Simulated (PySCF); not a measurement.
# CO(OH)₂ → H₂CO + O₂

Level: PBE0 in the def2-TZVP basis family, all electrons, no relativity, computed in PySCF with density fitting; open shells unrestricted.

```csv
species,state and structure,E (Eh),ZPE (kJ/mol),H(298 K) − H(0) (kJ/mol),S° (J/(mol K))
CO(OH)₂,"singlet, C2v, C–O 1.200 Å, C–O 1.331 Å (×2), O–H 0.965 Å (×2); C–O–H 106.3° (×2), O–C–O 108.9°, O–C–O 125.6° (×2)",-264.84645,105.4,12.1,262.7
H₂CO,"singlet, C2v, C–H 1.109 Å (×2), C–O 1.195 Å; H–C–H 116.0°, H–C–O 122.0° (×2)",-114.41871,70.1,10.0,218.5
O₂,"triplet, D∞h, O–O 1.193 Å",-150.23561,10.3,8.7,204.9
```

(1) What is the electronic reaction energy?

(2) Add zero-point, thermal and entropy terms for 298.15 K and 1 bar.

Results:

(1) At PBE0/def2-TZVP, ΔE = 504.4 kJ/mol from the differences of the total energies times 2625.5, uphill. 

(2) ΔZPE = -25.0 and Δ[H(298) − H(0)] = 6.6 kJ/mol give ΔH° = 486.0 kJ/mol. ΔS° = 160.7 J/(mol K), so ΔG° = 486.0 − 298.15 × (0.1607) = 438 kJ/mol.

Each species is the lowest minimum found with this bonding; other isomers or fragments can lie lower.
